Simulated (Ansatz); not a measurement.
C4H6O can be A, `C=C=COC`, or B, `C=C/C=C\O`.

Computed with Ansatz on PBE0-D4/def2-TZVP structures; ΔE is electronic, products minus reactants. CCSD(T)/CBS is the MP2 limit (def2-TZVPP, def2-QZVPP) plus CCSD(T) − MP2 in def2-TZVPP, frozen cores. This one scheme is used for every species. DFT in def2-TZVPP. B3LYP here is the variant with VWN-RPA as its local correlation; programs differ in this. One conformer a species, not always the lowest.

Question: Which isomer does CCSD(T)/CBS put lower? Give the gap. (Best estimate.)

Answer: Ansatz gave: B, by 27.9 kcal/mol.

Question: Give E(B) − E(A) in kcal/mol with B3LYP, MP2/def2-TZVPP, CCSD/def2-TZVPP, ωB97M-V, HF/def2-TZVPP, PBE0-D4, B3LYP-D4. (An estimate is asked.)

Answer: Computed: B3LYP -26.0, MP2/def2-TZVPP -28.5, CCSD/def2-TZVPP -26.9, ωB97M-V -26.0, HF/def2-TZVPP -27.0, PBE0-D4 -27.4, B3LYP-D4 -26.2. None reverses the order clearly.

Largest T1 diagnostic: 0.013.

From PBE to PBE0 (25 % exact exchange), in def2-TZVPP and without D4, E(B) − E(A) moves by −0.8 kcal/mol.
